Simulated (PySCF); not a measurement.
Highest orbital energy against ionisation energy along the second row

Calculated with PySCF 2.14, no spin-orbit coupling. Each cell gives −ε(HOMO) / ΔSCF in eV; NIST values include spin-orbit coupling, (s) semi-empirical, (t) theoretical.

| species | UHF | LDA | PBE | PBE0 | r2SCAN | NIST (lowest levels) |
| --- | --- | --- | --- | --- | --- | --- |
| Li (aug-cc-pVDZ-DK, spin-free X2C) | 5.342 / 5.342 | 3.172 / 5.451 | 3.244 / 5.577 | 3.839 / 5.564 | 3.280 / 5.385 | 5.392 |
| Be (aug-cc-pVDZ-DK, spin-free X2C) | 8.420 / 8.076 | 5.618 / 9.055 | 5.641 / 9.041 | 6.514 / 9.013 | 5.767 / 8.828 | 9.323 |
| B (aug-cc-pVDZ-DK, spin-free X2C) | 8.632 / 8.040 | 4.094 / 8.649 | 4.166 / 8.691 | 5.368 / 8.660 | 4.578 / 8.768 | 8.298 |
| C (aug-cc-pVDZ-DK, spin-free X2C) | 11.919 / 10.812 | 6.106 / 11.696 | 6.090 / 11.561 | 7.645 / 11.533 | 6.571 / 11.689 | 11.260 |
| N (aug-cc-pVDZ-DK, spin-free X2C) | 15.517 / 13.922 | 8.375 / 15.012 | 8.288 / 14.750 | 10.207 / 14.726 | 8.897 / 14.842 | 14.534 |
| O (aug-cc-pVDZ-DK, spin-free X2C) | 14.140 / 12.047 | 7.375 / 13.988 | 7.525 / 14.039 | 9.418 / 13.842 | 7.856 / 13.711 | 13.618 |
| F (aug-cc-pVDZ-DK, spin-free X2C) | 18.500 / 15.752 | 10.321 / 17.983 | 10.270 / 17.683 | 12.546 / 17.496 | 10.778 / 17.609 | 17.423 |
| Ne (aug-cc-pVDZ-DK, spin-free X2C) | 23.194 / 19.829 | 13.541 / 22.251 | 13.347 / 21.731 | 16.016 / 21.550 | 14.022 / 21.611 | 21.565 |

How far is −ε(HOMO) from ΔSCF on average for each method, and why?

UHF 1.48 eV; LDA -5.69 eV; PBE -5.56 eV; PBE0 -3.85 eV; r2SCAN -5.09 eV. Hartree-Fock orbital energies lack relaxation and so exceed the ΔSCF value; semilocal functionals have convex E(N) from self-interaction, so their HOMO lies far too high; exact exchange moves hybrids part of the way back.
